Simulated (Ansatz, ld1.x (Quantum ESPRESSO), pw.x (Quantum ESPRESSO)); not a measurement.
From atom to crystal: TM potential for Ce

```json
{
 "Element": "cerium (Ce)",
 "Generator": "ld1.x (Quantum ESPRESSO) 7.5",
 "Type": "norm-conserving Troullier–Martins (Kleinman–Bylander form)",
 "Functional": "PBEsol",
 "Relativity": "scalar-relativistic",
 "Frozen core": "[Xe]",
 "Valence charge": "4",
 "Reference configuration": "4f1 5d1 6s2 6p0",
 "Partial waves": "6p (bound, empty): rc 4.20 bohr; 5d (bound): rc 2.82 bohr; 4f (bound): rc 1.80 bohr; 6s (bound): rc 3.05 bohr",
 "Local potential": "the s channel",
 "Core correction": "none"
}
```

Atomic tests: cutoffs needed: 100 Ry and 120 Ry (the cutoffs (Ry, on a coarse ladder) from which the occupation-weighted sum of valence levels, in a spherical-Bessel basis at the reference potential, stays within 10 and 1 mRy of its value at 400 Ry); ghost test: no extra level below or beside the all-electron valence levels (p, d, f, s tested) (spherical-Bessel basis up to 400 Ry, 20 bohr box); configuration tests: 1 of 7 tests not solved or not reliable.

Crystal test: sc Ce in pw.x 7.5, no spin, 11³ k-points, Fermi–Dirac smearing 0.01 Ry, cutoffs 145/580 Ry. The reference is all-electron LAPW (Ansatz 0.2.0) with the same functional, mesh and smearing; V0 and B0 come from Birch–Murnaghan fits to the pressures at five volumes. Errors are pseudo minus all-electron; Δ is the rms difference of the E(V) curves that follow from these fits, minima aligned, over ±6 % about the mean V0. Mesh and smearing are coarse, so the numbers serve the comparison and aren't converged zero-temperature values; the lattice is a test structure that the element need not adopt. Spin polarisation and strong correlation are left out, which matters for this element.

All-electron: a0 = 2.841 Å (V0 = 22.94 Å³/atom), B0 = 68.0 GPa.

Question: How far does the potential miss the all-electron equation of state?

Answer: mean pressure error (GPa): -8.77. The pressure does not cross zero within the volumes sampled, so no fit is given. The largest radius (4.20 bohr) exceeds half the bond length (2.70 bohr), so the spheres overlap, which is one possible source of error among others. This is a poor potential for the solid. Atomic configuration tests: 1 of 7 tests not solved or not reliable. The logarithmic derivative shows an extra or strongly shifted pseudo pole above the reference energy (s near 1.55 Ry).

```json
{"V (Å³/atom)": "22.282", "P all-electron (GPa)": "2.19", "P pseudo (GPa)": "-9.37"}
{"V (Å³/atom)": "22.869", "P all-electron (GPa)": "0.20", "P pseudo (GPa)": "-9.66"}
{"V (Å³/atom)": "23.455", "P all-electron (GPa)": "-1.40", "P pseudo (GPa)": "-9.89"}
{"V (Å³/atom)": "24.041", "P all-electron (GPa)": "-2.68", "P pseudo (GPa)": "-10.09"}
{"V (Å³/atom)": "24.628", "P all-electron (GPa)": "-3.72", "P pseudo (GPa)": "-10.26"}
```

Question: At the middle volume, how do free energy and pressure move when the wave cutoff is lowered (ecutrho kept at four times it)?

Answer:

```
cutoff (Ry)  shift of F (meV/atom)  shift of P (GPa)
         65                +1875.8             +1.67
         87                 +445.3            -17.25
        116                  +10.3             -0.90
```

Input at the middle volume:

```
&control
  calculation='scf', prefix='x', pseudo_dir='./', outdir='./tmp', tstress=.true., disk_io='none'
/
&system
  ibrav=0, nat=1, ntyp=1, ecutwfc=145, ecutrho=580, nbnd=9,
  occupations='smearing', smearing='fd', degauss=0.01
/
&electrons
  conv_thr=1e-09, mixing_beta=0.4, electron_maxstep=70
/
ATOMIC_SPECIES
Ce 1.0 Ce.UPF
CELL_PARAMETERS angstrom
  2.86249770 0.00000000 0.00000000
  0.00000000 2.86249770 0.00000000
  0.00000000 0.00000000 2.86249770
ATOMIC_POSITIONS crystal
Ce 0.0000 0.0000 0.0000
K_POINTS automatic
11 11 11 0 0 0
```

```bash
pw.x < Ce.scf.in > Ce.scf.out
```

Lines of the output:

```
Message from routine setup:
     using ibrav=0 with symmetry is DISCOURAGED, use correct ibrav instead
     lattice parameter (alat)  =       5.4093  a.u.
     unit-cell volume          =     158.2822 (a.u.)^3
     number of electrons       =         4.00
     number of Kohn-Sham states=            9
     kinetic-energy cutoff     =     145.0000  Ry
     charge density cutoff     =     580.0000  Ry
     scf convergence threshold =      1.0E-09
     Exchange-correlation= PBESOL
     number of k points=    56  Fermi-Dirac smearing, width (Ry)=  0.0100
     iteration #  1     ecut=   145.00 Ry     beta= 0.40
     total energy              =      -5.87656399 Ry
     estimated scf accuracy    <       0.07245345 Ry
     iteration #  2     ecut=   145.00 Ry     beta= 0.40
     total energy              =      -5.88595796 Ry
     estimated scf accuracy    <       0.00497383 Ry
     iteration #  3     ecut=   145.00 Ry     beta= 0.40
     total energy              =      -5.88737155 Ry
     estimated scf accuracy    <       0.00179783 Ry
     iteration #  4     ecut=   145.00 Ry     beta= 0.40
     total energy              =      -5.88777605 Ry
     estimated scf accuracy    <       0.00002035 Ry
     iteration #  5     ecut=   145.00 Ry     beta= 0.40
     c_bands:  1 eigenvalues not converged
     total energy              =      -5.88790807 Ry
     estimated scf accuracy    <       0.00002000 Ry
     iteration #  6     ecut=   145.00 Ry     beta= 0.40
     total energy              =      -5.88768932 Ry
     estimated scf accuracy    <       0.00001762 Ry
     iteration #  7     ecut=   145.00 Ry     beta= 0.40
     total energy              =      -5.88689382 Ry
     estimated scf accuracy    <       0.00000795 Ry
     iteration #  8     ecut=   145.00 Ry     beta= 0.40
     total energy              =      -5.88752985 Ry
     estimated scf accuracy    <       0.00013191 Ry
     iteration #  9     ecut=   145.00 Ry     beta= 0.40
     total energy              =      -5.88746203 Ry
     estimated scf accuracy    <       0.00006406 Ry
     iteration # 10     ecut=   145.00 Ry     beta= 0.40
     total energy              =      -5.88751521 Ry
     estimated scf accuracy    <       0.00000082 Ry
     iteration # 11     ecut=   145.00 Ry     beta= 0.40
     total energy              =      -5.88751547 Ry
     estimated scf accuracy    <       0.00000007 Ry
     iteration # 12     ecut=   145.00 Ry     beta= 0.40
     total energy              =      -5.88751573 Ry
     estimated scf accuracy    <       0.00000014 Ry
     iteration # 13     ecut=   145.00 Ry     beta= 0.40
     total energy              =      -5.88751575 Ry
     estimated scf accuracy    <          1.6E-09 Ry
     iteration # 14     ecut=   145.00 Ry     beta= 0.40
     total energy              =      -5.88751575 Ry
     estimated scf accuracy    <          6.3E-09 Ry
     iteration # 15     ecut=   145.00 Ry     beta= 0.40
     the Fermi energy is     8.2692 ev
!    total energy              =      -5.88751575 Ry
     estimated scf accuracy    <          1.7E-10 Ry
     smearing contrib. (-TS)   =      -0.01032347 Ry
     The total energy is F=E-TS. E is the sum of the following terms:
     one-electron contribution =       4.50742707 Ry
     hartree contribution      =       0.20256232 Ry
     xc contribution           =      -2.19488474 Ry
     ewald contribution        =      -8.39229693 Ry
     convergence has been achieved in  15 iterations
          total   stress  (Ry/bohr**3)                   (kbar)     P=      -98.88
     Message from routine punch:
     Nothing written, as per user request (disk_io='none')
```

The run at the middle volume (56 k-points, 15 iterations) took about 53 s on one core of a shared host (Neoverse-V1, 32 threads, 247 GiB, load 21).
